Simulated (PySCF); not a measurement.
# Argon: a sound run and one with changed settings

Sound run: Ar [Ar], Ar+ [Ne] 3s2 3p5. Calculation: PySCF 2.14, in def2-SVP (4s3p1d, 18 functions); no relativity, point nucleus. In the sound run the correlated levels freeze [Ne]. The sound run starts from symmetry-adapted Hartree-Fock orbitals and uses a fine grid where one is needed.

Changed run: basis STO-3G. This setting is unsound on purpose.

| species | method | sound run (hartree) | changed run (hartree) | converged |
| --- | --- | --- | --- | --- |
| Ar | UHF | -526.62338 | -521.22288 | yes |
| Ar | LDA | -525.73419 | -520.19101 | yes |
| Ar | M06-2X | -527.34139 | -521.87620 | yes |
| Ar | MP2 | -526.76442 | -521.22288 | yes |
| Ar+ | UHF | -526.08638 | -520.72694 | yes |
| Ar+ | LDA | -525.15314 | -519.65111 | yes |
| Ar+ | M06-2X | -526.76278 | -521.33329 | yes |
| Ar+ | MP2 | -526.20047 | -520.72694 | yes |

Ionisation energy of Ar:

```csv
method,sound run (eV),changed run (eV)
UHF,14.613,13.495
LDA,15.811,14.692
M06-2X,15.745,14.773
MP2,15.346,13.495
SCS-MP2,15.258,13.495
```

A minimal basis cannot let orbitals breathe on ionisation and holds almost no correlation.

For comparison, NIST gives 15.760 eV between the lowest levels.
